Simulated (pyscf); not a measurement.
Structures and frequencies: ωB97X-D3(BJ)/def2-SVP in PySCF. Correlated levels are frozen-core, on RHF or UHF. ΔMP2 is the change of the MP2 total energy from the triple- to the quadruple-zeta basis.

**Question.** Estimate by transition-state theory (the high-pressure limit) the rate constant of H₃C–AlH₂ + ethylene (H₂C=CH₂) → H₃C–CH₂–CH₂–AlH₂ (singlet surface; Al–C broken, C–C, Al–C formed) at 298 K, with CCSD(T)/def2-TZVPP + ΔMP2(QZVPP) energies (ideal gas, 1 atm, RRHO with modes under 100 cm⁻¹ raised to 100, one conformer, R ln 2 for chiral ones without a mode under 150 cm⁻¹; no tunnelling).

**Answer.** The electronic barrier is 16.9 kcal/mol and the thermal terms add +14.3, so ΔG‡ = 31.2 kcal/mol. With k_BT/h = 6.21e+12 s⁻¹ and RT = 0.592 kcal/mol, and a volume of 4.06e-20 cm³ per molecule at 1 atm, k = 3.7e-30 cm³ molecule⁻¹ s⁻¹. The product is born with the 39 kcal/mol of the reverse barrier and needs collisions to keep. Wigner's tunnelling factor for 549i cm⁻¹ would be 1.29. A shift of 1 kcal/mol in the barrier changes k by a factor 5.4. On the reactant side the descent ends in a bound adduct, 13.1 kcal/mol under the separated species and 26.5 kcal/mol under the saddle at ωB97X-D3(BJ)/def2-TZVP. At the saddle there is also a short Al–C contact that neither side keeps. At ωB97X-D3(BJ)/def2-TZVP the barrier from the zero used here is 13.4 kcal/mol. H₃C–CH₂–CH₂–AlH₂ lies 24.5 kcal/mol over its isomer H₃C–Al(CH₃)–CH₃ (electronic energy, ωB97M-D3(BJ)/def2-TZVP). One saddle was located; it need not be the lowest between these sides. The CCSD(T) − MP2 part came from Ansatz, without density fitting, on the same reference.
